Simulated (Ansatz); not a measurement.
C4H5Cl can be A, `C=C=C(C)Cl`, or B, `CC1=C(Cl)C1`.

Program: Ansatz. Geometries: PBE0-D4/def2-TZVP. ΔE: electronic, gas phase. CCSD(T)/CBS is the MP2 limit (def2-TZVPP, def2-QZVPP) plus CCSD(T) − MP2 in def2-TZVPP, frozen cores. DFT in def2-TZVPP.

Which isomer does CCSD(T)/CBS put lower? Give the gap. (An estimate is asked.)

The calculation gave: A, by 77.7 kJ/mol.

Give E(B) − E(A) in kJ/mol with CCSD/def2-TZVPP, PBE-D4, B2PLYP, r2SCAN-D4, ωB97M-V, PBE0-D4, HF/def2-TZVPP. (Estimate.)

Ansatz gave: CCSD/def2-TZVPP 76.7, PBE-D4 68.4, B2PLYP 79.1, r2SCAN-D4 74.8, ωB97M-V 75.2, PBE0-D4 63.0, HF/def2-TZVPP 86.7. None reverses the order clearly.

Largest T1 diagnostic: 0.011.

From PBE to PBE0 (25 % exact exchange), in def2-TZVPP and without D4, E(B) − E(A) moves by −5.3 kJ/mol. In def2-TZVPP, CCSD(T) changes the Hartree–Fock value by −9.7 kJ/mol (the triples alone add +0.4 kJ/mol) and MP2 by −23.6 kJ/mol.
